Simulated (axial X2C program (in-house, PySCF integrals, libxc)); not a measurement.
# What spin–orbit coupling does to OF⁺

All values were computed with an axial X2C code built on PySCF integrals. Spin-free means the one-electron spin-free X2C Hamiltonian; two-component (2c) means X2C with spin–orbit coupling and atomic mean-field two-electron Coulomb and Gaunt terms, so the difference of the two also holds small scalar two-electron terms. Basis: F dyall-av3z [7s6p3d2f], O dyall-av3z [7s6p3d2f] (cores contracted in-house); Gaussian nuclei, density fitting, unrestricted open shells. Masses: F 18.998 u, O 15.995 u.

Spin-free state: M_S = 1, Λ = 0 (beyond evenly filled blocks: π+α, π-α); fragments F + O+.

```tsv
level	Re (Å)	ωe (cm⁻¹)	De (eV)	μ (D)
PBE0	1.214	1470.6	3.589	0.75
MP2	1.199	1694.6	2.817	n/a
CCSD	1.225	1391.2	2.568	n/a
CCSD(T)	1.232	1395.4	2.860	n/a
TPSS	1.248	1325.5	4.140	0.71
```

Correlated methods: 12 electrons correlated (number of frozen shells: F 1 s; O 1 s), 196 virtual spin orbitals or spinors in MP2, 90 natural virtuals in coupled cluster.

Dipoles are positive if O is the positive end and refer to the centre of mass.

Two-component determinant lowest at the distance of the search:

Ω = 1 (⟨Sz⟩ = 1.00, ⟨Lz⟩ = 0.00 at HF); fragments F + O+.

| level | Re (Å) | ωe (cm⁻¹) | De (eV) | μ (D) |
| --- | --- | --- | --- | --- |
| PBE0 | 1.214 | 1470.4 | 3.591 | 0.75 |
| MP2 | 1.199 | 1694.1 | 2.811 | n/a |
| CCSD | 1.225 | 1391.2 | 2.560 | n/a |
| CCSD(T) | 1.232 | 1395.3 | 2.846 | n/a |
| TPSS | 1.248 | 1325.4 | 4.143 | 0.71 |

From the two tables, how do the constants change at the CCSD(T) level (2c against spin-free)?

At the CCSD(T) level Re is unchanged within 0.001 Å and ωe is unchanged to within 0.2 cm⁻¹; De changes by -0.014 eV.

One determinant describes the state; a PBE0 search over occupations chose it and may have missed a lower one. Dissociation energies refer to the lowest single-determinant-based atoms at the same level and basis. Density functionals use the spin component along the axis (collinear). Coupled cluster ran in a truncated set of natural virtual spinors; the MP2 energy of the rest was added. (T) has no such correction and the atoms are truncated less, which lowers De at CCSD(T) by a hundredth of an eV or more. In 2c an atomic determinant is not the ground J level, so De misses part of the atomic spin–orbit lowering. This holds for PBE0, TPSS. The functionals have no current-density term, which raises determinants with orbital currents, atoms included. With several unpaired electrons one determinant need not be a pure state. Open-shell Ω = 0 determinants with evenly filled partner blocks cannot be reached by this program, so the Ω shown need not be the lowest component. This is the Ω = 1 component of a π² triplet; the 0⁺ component is not one determinant and can lie lowest. The determinant is spin-polarised beyond a pure state at some levels (its spin-free form has ⟨S²⟩ too high), which makes Re and μ there less reliable. The T1 diagnostic is large, a sign of multireference character.
